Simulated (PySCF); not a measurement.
C3H7Cl, SMILES CCCCl. Coordinates come from a PBE-D3(BJ)/def2-SVP optimisation. The values are those of a single conformer.

Computed equilibrium geometry at PBE-D3(BJ)/def2-SVP (PySCF confirms it by a frequency run) as Cartesian coordinates in Å (one conformer of several):
```xyz
11

C     -1.9124    -0.2528     0.2184
C     -0.6975    -1.1343    -0.0657
C      0.6183    -0.5755     0.4584
Cl     1.0604     0.9957    -0.3296
H     -2.0585    -0.1065     1.3091
H     -2.8397    -0.7010    -0.1898
H     -1.7826     0.7478    -0.2400
H     -0.5981    -1.3146    -1.1576
H     -0.8301    -2.1355     0.4030
H      0.5709    -0.3743     1.5476
H      1.4609    -1.2668     0.2651
```
Charge 0, spin multiplicity 1.
